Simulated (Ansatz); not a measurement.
System: Sb2O3 (Pccn, No. 56). Method: r²SCAN (Ansatz, an electronic-structure program, PAW).

Settings: plane-wave cutoff 560 eV, 8×6×4 k mesh (along the axes of the cell as run), Fermi–Dirac smearing 0.01 eV, scalar-relativistic PAW data made under PBE.

Response to compression and expansion:

Shape and atoms are relaxed at each volume.

```json
[
 {"V (Å³/atom)": "16.430", "P (GPa)": "1.07", "direct gap at Γ (eV)": "2.403"},
 {"V (Å³/atom)": "16.772", "P (GPa)": "0.48", "direct gap at Γ (eV)": "2.537"},
 {"V (Å³/atom)": "17.114", "P (GPa)": "-0.01", "direct gap at Γ (eV)": "2.659"},
 {"V (Å³/atom)": "17.457", "P (GPa)": "-0.39", "direct gap at Γ (eV)": "2.673"},
 {"V (Å³/atom)": "17.799", "P (GPa)": "-0.70", "direct gap at Γ (eV)": "2.687"}
]
```

The gap at Γ does not follow one straight line over these volumes.

Note: the relaxation could not lower the start's symmetry, so the cell can be a saddle point above a distorted one; the bulk modulus comes from volumes at which shape and atoms were relaxed.

Spin–orbit coupling is not included.
